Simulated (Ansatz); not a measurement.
C2H4N2O, SMILES `N#COCN`, 9 atoms. Charge 0, multiplicity 1. All runs use 2 threads of an AMD EPYC on a shared host. Correlated methods freeze the cores.

Q: Give the basis size and wall time and peak host memory of each of these runs in Ansatz. RKS PBE0-D4/def2-QZVPP energy; RKS SPW92 (LDA)/def2-TZVPP energy; RKS PBE0-D4/def2-SVP energy; RKS ωB97M-V/def2-QZVPP energy; RKS ωB97M-V/def2-SVP energy; direct RPA on PBE orbitals/def2-TZVPP energy; RKS PBE-D4/def2-TZVPP energy and forces; RKS r2SCAN-D4/def2-TZVPP energy and forces; RKS PBE0-D4/def2-TZVP relaxation (8 steps); RKS PBE0-D4/def2-TZVP frequencies; RHF-MP2/def2-QZVPP energy; RHF-CCSD(T)/def2-TZVPP energy. (Best estimate.)

A: Computed: Other jobs shared the machine, so times are rough.

```json
{"level": "RKS PBE0-D4/def2-SVP", "job": "energy", "functions": "90", "wall time": "1.8 s", "peak host memory (GiB)": "0.17"}
{"level": "RKS SPW92 (LDA)/def2-TZVPP", "job": "energy", "functions": "211", "wall time": "2.4 s", "peak host memory (GiB)": "0.22"}
{"level": "RKS PBE-D4/def2-TZVPP", "job": "energy and forces", "functions": "211", "wall time": "4.3 s", "peak host memory (GiB)": "0.22"}
{"level": "RKS ωB97M-V/def2-SVP", "job": "energy", "functions": "90", "wall time": "4.8 s", "peak host memory (GiB)": "0.24"}
{"level": "RKS r2SCAN-D4/def2-TZVPP", "job": "energy and forces", "functions": "211", "wall time": "7 s", "peak host memory (GiB)": "0.24"}
{"level": "direct RPA on PBE orbitals/def2-TZVPP", "job": "energy", "functions": "211", "wall time": "12 s", "peak host memory (GiB)": "0.43"}
{"level": "RKS PBE0-D4/def2-QZVPP", "job": "energy", "functions": "405", "wall time": "13 s", "peak host memory (GiB)": "1"}
{"level": "RKS ωB97M-V/def2-QZVPP", "job": "energy", "functions": "405", "wall time": "29 s", "peak host memory (GiB)": "1.2"}
{"level": "RHF-MP2/def2-QZVPP", "job": "energy", "functions": "405", "wall time": "40 s", "peak host memory (GiB)": "2"}
{"level": "RKS PBE0-D4/def2-TZVP", "job": "relaxation (8 steps)", "functions": "179", "wall time": "50 s", "peak host memory (GiB)": "0.37"}
{"level": "RHF-CCSD(T)/def2-TZVPP", "job": "energy", "functions": "211", "wall time": "3.1 min", "peak host memory (GiB)": "3.2"}
{"level": "RKS PBE0-D4/def2-TZVP", "job": "frequencies", "functions": "179", "wall time": "4.3 min", "peak host memory (GiB)": "0.37"}
```
